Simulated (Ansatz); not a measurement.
A calculation with Ansatz (development build ahead of 0.2.0).

```yaml
crystal:
  periodic: [false, false, false]
  atoms:
    - { symbol: B, position_ang: [-0.02875, 0.08002, 0.05451] }
    - { symbol: H, position_ang: [0.02959, -1.19245, -0.76758] }
    - { symbol: H, position_ang: [0.31528, 1.01983, -0.67313] }
    - { symbol: H, position_ang: [0.86449, -0.58756, 0.64577] }
    - { symbol: H, position_ang: [-1.14602, 0.09285, 0.40778] }
basis:
  gaussian: { orbitals: def2-SVP }
magnetization:
  spin_polarized: true
  initial_magnetization: 1
hamiltonian:
  xc: hf
output:
  forces: true
```

The input is written out in the form of the current development build from the run's settings.

Output:

```yaml
Converged: yes
Total_energy: -26.86039 hartree
Spin_squared_of_the_determinant: 0.762
Stability_test: minimum
```

Forces (eV/Å):
| atom | Fx | Fy | Fz |
| --- | --- | --- | --- |
| B1 | 1.316 | 0.757 | -0.305 |
| H2 | 0.148 | 0.013 | 0.130 |
| H3 | -0.053 | -0.780 | 0.416 |
| H4 | -0.729 | 0.258 | -0.585 |
| H5 | -0.682 | -0.248 | 0.344 |
